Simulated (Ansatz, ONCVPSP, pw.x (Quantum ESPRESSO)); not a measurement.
# pw.x on diamond Ge: one setting changed

Potential: optimised norm-conserving Vanderbilt (ONCV), ONCVPSP 4.0.1.1 (patched build), PBEsol; core [Ar] 3d10, reference 4s2 4p2; waves: 4s: rc 1.70 bohr, ncon 4, nbas 8, qcut 3.2 1/bohr, 2 projectors, debl 2.4 Ha; 4p: rc 2.40 bohr, ncon 4, nbas 8, qcut 3.1 1/bohr, 1 projector; d scattering state at 0.23 Ha: rc 2.50 bohr, ncon 4, nbas 8, qcut 2.5 1/bohr, 2 projectors, debl 2 Ha; local part: polynomial inside 1.40 bohr (lpopt 5, dvloc0 6 Ha); core correction: Teter function, fcfact 2.75, rcfact 1.65.

The reference run (k-mesh 8³, cutoffs 135/540 Ry, Fermi–Dirac 0.01 Ry, mixing_beta 0.4, conv_thr 1e-9, no spin) gives 0.61 GPa at 22.872 Å³/atom, where all-electron LAPW gives 0.03 GPa. This run, with its own iteration cap, changes startingwfc to random.

```
&control
  calculation='scf', prefix='x', pseudo_dir='./', outdir='./tmp', tstress=.true., disk_io='none'
/
&system
  ibrav=0, nat=2, ntyp=1, ecutwfc=135, ecutrho=540, nbnd=11,
  occupations='smearing', smearing='fd', degauss=0.01
/
&electrons
  conv_thr=1e-09, mixing_beta=0.4, electron_maxstep=70, startingwfc='random'
/
ATOMIC_SPECIES
Ge 1.0 Ge.UPF
CELL_PARAMETERS angstrom
  0.00000000 2.83858158 2.83858158
  2.83858158 0.00000000 2.83858158
  2.83858158 2.83858158 0.00000000
ATOMIC_POSITIONS crystal
Ge 0.0000 0.0000 0.0000
Ge 0.2500 0.2500 0.2500
K_POINTS automatic
8 8 8 0 0 0
```

```bash
pw.x < Ge.scf.in > Ge.scf.out
```

**Question.** How does the run end?

**Answer.** It converges in 6 iterations; the free energy moves by +0.0 meV/atom and the pressure by +0.00 GPa. The result is that of the reference run.

```
Message from routine setup:
     using ibrav=0 with symmetry is DISCOURAGED, use correct ibrav instead
     lattice parameter (alat)  =       7.5860  a.u.
     unit-cell volume          =     308.6958 (a.u.)^3
     number of electrons       =         8.00
     number of Kohn-Sham states=           11
     kinetic-energy cutoff     =     135.0000  Ry
     charge density cutoff     =     540.0000  Ry
     scf convergence threshold =      1.0E-09
     Exchange-correlation= PBESOL
     number of k points=    29  Fermi-Dirac smearing, width (Ry)=  0.0100
     iteration #  1     ecut=   135.00 Ry     beta= 0.40
     total energy              =     -18.86794271 Ry
     estimated scf accuracy    <       0.02956042 Ry
     iteration #  2     ecut=   135.00 Ry     beta= 0.40
     total energy              =     -18.86569174 Ry
     estimated scf accuracy    <       0.00829099 Ry
     iteration #  3     ecut=   135.00 Ry     beta= 0.40
     total energy              =     -18.86608098 Ry
     estimated scf accuracy    <       0.00008883 Ry
     iteration #  4     ecut=   135.00 Ry     beta= 0.40
     total energy              =     -18.86609271 Ry
     estimated scf accuracy    <       0.00000047 Ry
     iteration #  5     ecut=   135.00 Ry     beta= 0.40
     total energy              =     -18.86609287 Ry
     estimated scf accuracy    <       0.00000010 Ry
     iteration #  6     ecut=   135.00 Ry     beta= 0.40
     the Fermi energy is     5.6027 ev
!    total energy              =     -18.86609288 Ry
     estimated scf accuracy    <          6.1E-10 Ry
     smearing contrib. (-TS)   =      -0.00084793 Ry
     The total energy is F=E-TS. E is the sum of the following terms:
     one-electron contribution =       4.50627904 Ry
     hartree contribution      =       1.13797356 Ry
     xc contribution           =      -8.44191909 Ry
     ewald contribution        =     -16.06757845 Ry
     convergence has been achieved in   6 iterations
          total   stress  (Ry/bohr**3)                   (kbar)     P=        6.13
     Message from routine punch:
     Nothing written, as per user request (disk_io='none')
```

The run took about 22 s on one core of a shared host (Intel(R) Xeon(R) 6975P-C, 192 threads, 378 GiB, load 88).
